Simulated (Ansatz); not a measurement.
A calculation with Ansatz (development build ahead of 0.2.0).

```yaml
crystal:
  periodic: [false, false, false]
  atoms:
    - { symbol: C, position_ang: [0.00956, 0.48606, -0.32329] }
    - { symbol: H, position_ang: [-0.00898, 1.49189, 0.19275] }
    - { symbol: O, position_ang: [0.00865, -0.54635, 0.22154] }
basis:
  gaussian: { orbitals: STO-3G }
magnetization:
  spin_polarized: true
  initial_magnetization: 1
hamiltonian:
  xc: hf
correlation:
  method: mp2
  frozen_orbitals: { C: 1, H: 0, O: 1 }
```

The input is written out in the form of the current development build from the run's settings.

Results

```
Converged                       : yes
Reference energy                : -111.73128 hartree
Correlation energy              : -0.10383 hartree
Total energy                    : -111.83511 hartree
Spin squared of the determinant : 0.856
```

Caution: the unrestricted determinant is spin contaminated.
